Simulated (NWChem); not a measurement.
System: SiF₄; SMILES F[Si](F)(F)F

Input file for NWChem:

```
start job
memory heap 200 mb stack 900 mb global 1100 mb
geometry units angstroms noautoz
  F      1.359340     0.737951     0.351338
  Si    -0.000018    -0.000010    -0.000001
  F     -1.110115     1.076529    -0.353046
  F     -0.473388    -0.858188     1.247131
  F      0.224137    -0.956338    -1.245425
end
basis spherical
  * library def2-tzvpd
end
dft
  xc slater vwn_5
  iterations 150
  semidirect filesize 400000000
  mulliken
end
task dft energy
```

NWChem printed, in part:

```
             Northwest Computational Chemistry Package (NWChem) 7.3.0
             --------------------------------------------------------

 C1  symmetry detected

                             Geometry "geometry" -> ""
                             -------------------------

 Output coordinates in angstroms (scale by  1.889725989 to convert to a.u.)

  No.       Tag          Charge          X              Y              Z
 ---- ---------------- ---------- -------------- -------------- --------------
    1 F                    9.0000     0.47467085     0.05712152     1.51237669
    2 Si                  14.0000    -0.00000392     0.00000439    -0.00000593
    3 F                    9.0000    -0.18763956     1.47537688    -0.55133272
    4 F                    9.0000    -1.37898748    -0.77830925    -0.09230489
    5 F                    9.0000     1.09196230    -0.75419597    -0.86872985

 Effective nuclear repulsion energy (a.u.)     267.4362909856

                                 NWChem DFT Module
                                 -----------------

 Summary of "ao basis" -> "ao basis" (spherical)
 ------------------------------------------------------------------------------
       Tag                 Description            Shells   Functions and Types
 ---------------- ------------------------------  ------  ---------------------
 F                         def2-tzvpd               14       40   6s4p3d1f
 Si                        def2-tzvpd               15       43   6s5p3d1f

            General Information
            -------------------
          SCF calculation type: DFT
          Wavefunction type:  closed shell.
          No. of atoms     :     5
          No. of electrons :    50
           Alpha electrons :    25
            Beta electrons :    25
          Charge           :     0
          Spin multiplicity:     1
          Use of symmetry is: off; symmetry adaption is: off
          Maximum number of iterations: 150
          AO basis - number of functions:   203
                     number of shells:    71
          Convergence on energy requested:  1.00D-06
          Convergence on density requested:  1.00D-05
          Convergence on gradient requested:  5.00D-04

              XC Information
              --------------
                        Slater Exchange Functional  1.000 local
                      VWN V Correlation Functional  1.000 local

             Grid Information
             ----------------
          Grid used for XC integration:  medium
          Radial quadrature: Mura-Knowles
          Angular quadrature: Lebedev.
          Tag              B.-S. Rad. Rad. Pts. Rad. Cut. Ang. Pts.
          ---              ---------- --------- --------- ---------
          F                   0.50       49          11.0       434
          Si                  1.10       88          10.0       590
          Grid pruning is: on
          Number of quadrature shells:   284
          Spatial weights used:  Erf1

      Superposition of Atomic Density Guess
      -------------------------------------

 Sum of atomic energies:        -686.50846606

      Non-variational initial energy
      ------------------------------

 Total energy =    -687.284981
 1-e energy   =   -1489.713664
 2-e energy   =     534.992392
 HOMO         =      -0.659225
 LUMO         =      -0.005496

------------------------------------------------------------
EAF file 0: "./job.aoints.0" size=972554240 bytes
------------------------------------------------------------
               write      read    awrite     aread      wait
               -----      ----    ------     -----      ----
     calls:     1855         0         0         0         0
   data(b): 9.73e+08  0.00e+00  0.00e+00  0.00e+00
   time(s): 0.00e+00  0.00e+00  0.00e+00  0.00e+00  0.00e+00
rate(mb/s): 0.00e+00  0.00e+00
------------------------------------------------------------

     ---------------------------------------------
      Total Density - Mulliken Population Analysis
     ---------------------------------------------

    Atom       Charge   Shell Charges
 -----------   ------   -------------------------------------------------------
    1 F    9     9.45   0.77  1.20  0.61  1.01  0.30 -0.03  2.35  2.35  0.85  0.02  0.00  0.01  0.00  0.00
    2 Si  14    12.20   2.00  0.58  1.40  0.60  0.24 -0.00  4.10  1.74  0.44  0.56  0.03  0.28  0.12 -0.02  0.14
    3 F    9     9.45   0.77  1.20  0.61  1.01  0.30 -0.03  2.35  2.35  0.85  0.02  0.00  0.01  0.00  0.00
    4 F    9     9.45   0.77  1.20  0.61  1.01  0.30 -0.03  2.35  2.35  0.85  0.02  0.00  0.01  0.00  0.00
    5 F    9     9.45   0.77  1.20  0.61  1.01  0.30 -0.03  2.35  2.35  0.85  0.02  0.00  0.01  0.00  0.00

   convergence    iter        energy       DeltaE   RMS-Dens  Diis-err
 ---------------- ----- ----------------- --------- --------- ---------
 d= 0,ls=0.0,diis     1   -685.4899159778 -9.53D+02  9.12D-03  4.29D+00
 d= 0,ls=0.0,diis     2   -685.2375349378  2.52D-01  7.06D-03  5.90D+00
 d= 0,ls=0.0,diis     3   -685.6248303671 -3.87D-01  1.25D-03  8.33D-01
 d= 0,ls=0.0,diis     4   -685.6785060136 -5.37D-02  4.20D-04  1.18D-02
 d= 0,ls=0.0,diis     5   -685.6796400028 -1.13D-03  3.71D-05  2.99D-04
  Resetting Diis
 d= 0,ls=0.0,diis     6   -685.6796594160 -1.94D-05  4.50D-06  1.22D-05
 d= 0,ls=0.0,diis     7   -685.6796600424 -6.26D-07  3.95D-06  5.15D-07

         Total DFT energy =     -685.679660042374
      One electron energy =    -1490.522219929724
           Coulomb energy =      596.550146394092
    Exchange-Corr. energy =      -59.143877492327
 Nuclear repulsion energy =      267.436290985585

 Numeric. integr. density =       50.000004424496

                       DFT Final Molecular Orbital Analysis
                       ------------------------------------

[...]
```

Level: LDA (Slater exchange, VWN5)/def2-TZVPD. The geometry was optimised at PBE0/def2-SVP.
